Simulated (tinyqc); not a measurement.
Starting guesses with plain Roothaan steps: SCF starting guesses in the sto-3g basis, for OH+, spin multiplicity 3. Computed by the program tinyqc with PySCF. 

Geometry (angstrom):
```
atom       x       y       z
O     0.0000  0.0000  0.0000
H     0.0000  0.0000  1.8220
```

lowest solution found by these runs and by PySCF with stability checks = -73.949159 hartree

UHF with one setting changed at a time; a run stops when the energy changes by less than 1e-09 hartree and the error matrix is below 1e-5. Starts: the lowest orbitals of the core Hamiltonian, of the Wolfsberg-Helmholz matrix (K = 1.75), projected atomic densities, random orbitals, and the highest orbitals of the core Hamiltonian (a deliberately bad start).

Largest element of the error matrix X^T (FDS - SDF) X:
```
iteration     core  Wolfsberg-Helmholz  atomic densities   random  highest core orbitals
1          8.9e-02             2.3e-01           1.5e-01  5.8e+00                1.3e-01
2          7.2e-02             2.7e-01           8.8e-02  1.4e-01                9.6e-02
3          2.9e-02             1.5e-01           3.6e-02  7.2e-02                5.7e-02
4          2.7e-02             7.5e-02           2.6e-02  3.5e-02                3.4e-02
5          2.8e-02             3.8e-02           2.8e-02  2.6e-02                2.0e-02
6          2.8e-02             2.0e-02           2.8e-02  2.7e-02                1.3e-02
8          2.1e-02             6.0e-03           2.3e-02  2.4e-02                4.9e-03
10         1.2e-02             1.9e-03           1.4e-02  1.6e-02                1.9e-03
14         3.1e-03             3.4e-04           3.8e-03  4.3e-03                3.1e-04
20         3.2e-04             2.3e-05           3.9e-04  4.4e-04                2.0e-05
30         6.6e-06                   -           8.1e-06  2.5e-05                      -
```

How each run ends:
```
run                    iterations  E (hartree)         state
core                           30    -73.94916  lowest found
Wolfsberg-Helmholz             23    -73.84639        higher
atomic densities               30    -73.94916  lowest found
random                         34    -73.94916  lowest found
highest core orbitals          22    -73.84639        higher
```

3 of 5 runs reach the lowest solution found, in 30 to 34 iterations (fastest: core, atomic densities). Ending on a higher stationary point: Wolfsberg-Helmholz, highest core orbitals; a small error matrix cannot reveal that, and an occupation fixed by the start is kept by symmetry or by the shape of the basin. The first errors are 9e-02, 2e-01, 1e-01, 6e+00, 1e-01.
